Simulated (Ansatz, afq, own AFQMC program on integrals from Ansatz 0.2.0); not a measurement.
**LiSi, doublet → LiSi⁺, singlet**

```yaml
atoms:
  - { symbol: Si, position_ang: [0.0000, 0.0000, 0.0000] }
  - { symbol: Li, position_ang: [0.0000, 0.0000, 2.4415] }
```

E(singlet, charge +1) − E(doublet, charge +0) at this geometry, on ROHF and RHF determinants.

Basis cc-pVDZ. Noble-gas cores (and the filled d shells of Ga–Kr and In–Xe) are frozen. Ansatz 0.2.0 and our own AFQMC program on the same integrals; the CISD trial comes from CCSD amplitudes, and released means the phaseless constraint is let go. Uncertainties: one standard error, sampling alone. The errors of all members are added in quadrature.

Full CI is exact in this basis; where marked, its frozen core comes from its own orbitals, which moves totals by up to a few meV.

Errors are counted within cc-pVDZ, not against nature.

Cautions: LiSi (doublet): a spin-contaminated unrestricted determinant lies lower (UHF 690 meV lower, ⟨S²⟩ 1.71), CCSDT(Q) on the UHF determinant differs (692 meV lower), perhaps since the unrestricted series falls towards higher spin, full CI with its own frozen core, a state of higher spin lies lower; LiSi⁺ (singlet): another spin lies lower, restricted determinant unstable towards unrestricted (UHF 709 meV lower, ⟨S²⟩ 0.95), the released energies are still falling, so no released level is given (meV from the phaseless value at times in 1/Eh: 3 ± 4 at 0.24, -1 ± 5 at 0.51, -10 ± 5 at 0.99, -16 ± 4 at 1.62, -27 ± 6 at 2.40), CCSDT(Q) on the UHF determinant differs (380 meV lower), perhaps since the unrestricted series falls towards higher spin; this isn't the first ionization.

| level | vertical ionization energy (kcal/mol) |
| --- | --- |
| CCSD | 140.9 |
| HF | 133.4 |

Task: From these cheaper values, estimate the vertical ionization energy at the reference level in cc-pVDZ.

Result: 142.3 kcal/mol (full CI in cc-pVDZ).

```json
{"level": "MP2", "vertical ionization energy (kcal/mol)": "142.3", "error against FCI (kcal/mol)": "0.0"}
{"level": "CCSD(T)", "vertical ionization energy (kcal/mol)": "141.9", "error against FCI (kcal/mol)": "-0.4"}
{"level": "CCSDT", "vertical ionization energy (kcal/mol)": "142.3", "error against FCI (kcal/mol)": "0.0"}
{"level": "CCSDT(Q)", "vertical ionization energy (kcal/mol)": "142.3", "error against FCI (kcal/mol)": "0.0"}
{"level": "ph-AFQMC/CISD", "vertical ionization energy (kcal/mol)": "142.3 ± 0.2", "error against FCI (kcal/mol)": "0.0 ± 0.2"}
```

Correlation beyond CCSD(T) adds 0.4 kcal/mol. The perturbative (T) step is worth +1.0 kcal/mol.

CCSDT and higher add their correlation energy to the determinant of the CCSD(T) run, since their own runs factorise the integrals more tightly (a shift of under 2 meV). A walk keeps the symmetry of its determinant, which the program's search chose and which needn't be the lowest solution, so a lower state of the same spin and another symmetry isn't excluded.
